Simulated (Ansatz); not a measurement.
## hcp Hf: elastic constant C44 by level of theory

No measured value is used here.

```json
[
 {"level (code)": "LDA (Ansatz)", "value (GPa)": "46.5", "cell (Å³/atom)": "20.83"},
 {"level (code)": "PBE (Ansatz)", "value (GPa)": "53.8", "cell (Å³/atom)": "22.53"},
 {"level (code)": "r²SCAN+rVV10 (Ansatz)", "value (GPa)": "61.7", "cell (Å³/atom)": "22.09"},
 {"level (code)": "HSE06 (Ansatz)", "value (GPa)": "70.9", "cell (Å³/atom)": "22.77"}
]
```

Density-functional levels without +SOC have no spin–orbit coupling. HSE06: hybrids on metals are sensitive to the k mesh. HSE06: the run warned that the count of filled bands differs between k points. Each level is taken at its own relaxed cell. Cutoffs and k meshes differ between the levels. Ansatz's density-functional and Hartree–Fock values are scalar-relativistic unless marked +SOC, with PAW data made under PBE.

Ansatz is a program for electronic structure.
